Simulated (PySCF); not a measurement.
Compound: propargyl, C₃H₃ (doublet state).
Numbering: `[CH:1]#[C:2][CH2:3]` (hydrogens: H4 on C1; H5, H6 on C3)

Cartesian coordinates in Å at the PBE0-D3(BJ)/def2-SVP level; atoms count from 1:
```
atom  x, y, z in Å
C1     1.4898   -0.2034    0.3060
C2     0.2787   -0.0372    0.1554
C3    -1.0687    0.1482   -0.0103
H4     2.5457   -0.3499    0.4344
H5    -1.4538    1.0167   -0.5506
H6    -1.7855   -0.5704    0.3951
```

Computed with UHF, IGLO-III on C, pcH-1 on H, non-relativistic, mean-field spin-orbit, GIAO (PySCF). Isolated species at its PBE0-D3(BJ)/def2-SVP geometry, gas phase.

Output of the driver script (its header reads UKS for Hartree–Fock too). Atoms in this output count from 0.

```
UKS, final grid
  cycle   1  E = -115.23343439  |g| = 2.29e-01
  cycle   2  E = -115.27724686  |g| = 8.41e-02
  cycle   3  E = -115.28484110  |g| = 4.51e-02
  cycle   4  E = -115.28760590  |g| = 2.60e-02
  cycle   5  E = -115.28902765  |g| = 1.80e-02
  cycle   6  E = -115.29008115  |g| = 1.09e-02
  cycle   7  E = -115.29053593  |g| = 8.87e-03
  cycle   8  E = -115.29101258  |g| = 7.00e-03
  cycle   9  E = -115.29159897  |g| = 3.09e-03
  cycle  10  E = -115.29166949  |g| = 1.32e-03
  cycle  11  E = -115.29167875  |g| = 5.77e-04
  cycle  12  E = -115.29168029  |g| = 2.35e-04
  cycle  13  E = -115.29168050  |g| = 1.06e-04
  cycle  14  E = -115.29168055  |g| = 4.41e-05
  cycle  15  E = -115.29168055  |g| = 1.73e-05
  cycle  16  E = -115.29168055  |g| = 7.68e-06
E = -115.29168055 Eh   <S^2> = 0.9901 (exact 0.7500)
g shifts (ppm)      1          2          3
  rmc          -139       -139       -139
  gc             14         39         36
  oz_so          15        488        616
  total        -111        388        512
hyperfine (MHz)  atom isotope    a_iso     a_fc   dipolar eigenvalues
    0   13C     200.75     200.75    -77.89     -0.35     78.24
    1   13C    -232.96    -232.96    -44.10    -22.63     66.74
    2   13C     188.92     188.92    -65.25    -62.00    127.24
    3    1H    -140.78    -140.78    -26.16    -12.68     38.84
    4    1H    -142.99    -142.99    -35.98     -1.63     37.61
    5    1H    -142.97    -142.97    -36.00     -1.62     37.61
```

Problem. Find the weak point of this converged calculation.

Solution. ⟨S²⟩ = 0.990 is 32 % above the exact 0.750: the determinant holds components of higher spin, so its spin density, and the couplings taken from it, aren't those of a pure doublet state. Most negative Mulliken spin populations: C2 (-0.98), H6 (-0.10) and H5 (-0.10), with atoms counted from 1. At the same geometry and basis B3LYP gives ⟨S²⟩ = 0.771, g_iso = 2.0028 (here 2.0026) and a(13C, atom 1 as the log counts) = -64.6 MHz (here -233.0, class means).
